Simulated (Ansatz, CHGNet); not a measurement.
Elastic constant C12 (GPa) of solids drawn from the class of elemental solids other than molecular ones, at two levels: the machine-learned potential CHGNet 0.3.0 (trained on PBE and PBE+U data), and r²SCAN (Ansatz, a first-principles code, plane waves, PAW).

```csv
solid,CHGNet 0.3.0,r²SCAN,shift (%)
fcc Pb,24.7,40.9,+66
fcc Sr,9.61,10.2,+6.1
fcc Ir,309,249,-19.4
hcp Tl,16.2,30.0,+85
hcp Zr,76.9,65.1,-15.3
hcp Zn,75.2,45.0,-40
diamond,196,120,-39
diamond-structure Si,48.4,61.6,+27
bcc Rb,11.3,2.44,-78
fcc Au,91.4,144,+58
```

The shifts run from -78 % to +85 %, with a median of -4.6 %.

Over all 10 rows r²SCAN is the larger in 5.

Ansatz's runs of these crystals have no spin polarisation.

Spin–orbit coupling is left out, also for the solids with elements from indium on (fcc Pb, fcc Ir, hcp Tl, fcc Au); its size isn't shown.

Each level is taken at its own relaxed cell. Ansatz's density-functional and Hartree–Fock values are scalar-relativistic unless marked +SOC, with PAW data made under PBE.
